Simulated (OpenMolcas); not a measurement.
# A OpenMolcas job on [SiH3]− (SMILES [SiH3-])

Aim: the vertical excitations of [SiH3]−.

The results are computed with OpenMolcas 26.06.

## (1) The system as given

The species is [SiH3]− (4 atoms), meant as a singlet with charge -1. As SMILES, `[SiH3-]`. The coordinates come from a PBE0-D4/def2-TZVPD relaxation.

Bond lengths: Si1–H2 1.546 Å, Si1–H3 1.546 Å, Si1–H4 1.546 Å. Angles: H2–Si1–H3 94.1°, H2–Si1–H4 94.1°, H3–Si1–H4 94.1°.

## (2) The input as written

The input, step12.input:

```
* H3Si CASPT2
>>> EXPORT MOLCAS_PRINT=2
&GATEWAY
XBAS
Si.ANO-RCC-VDZP
H.ANO-RCC-VDZP
End of Basis
ZMAT
Si1
H2 1 1.545618
H3 1 1.545667 2 94.0712
H4 1 1.545715 2 94.06746 3 94.37823
End of ZMAT
&SEWARD
Relativistic=R02E00
&RASSCF
FileOrb=$CurrDir/step2.RasOrb
Spin=1
Nactel=8 0 0
Inactive=5
Ras2=7
CIRoot=3 3 1
OrbListing=Nothing
&CASPT2
Multistate=all
```

Run with:

```sh
$ export MOLCAS_MEM=2
$ pymolcas step12.input > step12.log
```

Standard output:

```text
--- Start Module: gateway ---

                                              &GATEWAY

                       available to each process: 2.0 MB of memory, 1 thread

---------------------------------------------------------------------------------------------
  Nr.	 Label		Type		Offset		Length	   Atime	  Address
---------------------------------------------------------------------------------------------
  1	FILETABL    	CHAR	-45978227360344	       26929           5	[0x555575ff50b0]
  2	DBSC        	CHAR	    -438194936	     1456001          58	[0x7f267fc9c010]
---------------------------------------------------------------------------------------------
Maximal available memory for Molcas = 517070
 ?mma_allo_?D: error: out-of-memory
 label: Shells
  available (kB):          517
  required  (kB):          792

--- Stop Module: gateway /rc=-6 ---

.########################.
.# Non-zero return code #.
.########################.

    Timing: Wall=0.04 User=0.02 System=0.01
```

Wall time 0.2 s (1 thread of Intel Xeon Platinum 8488C (Sapphire Rapids), shared host).

## (3) Reading the log

The job broke off with an error.

The log says `?mma_allo_?D: error: out-of-memory`. The cause is that too little memory is allowed.
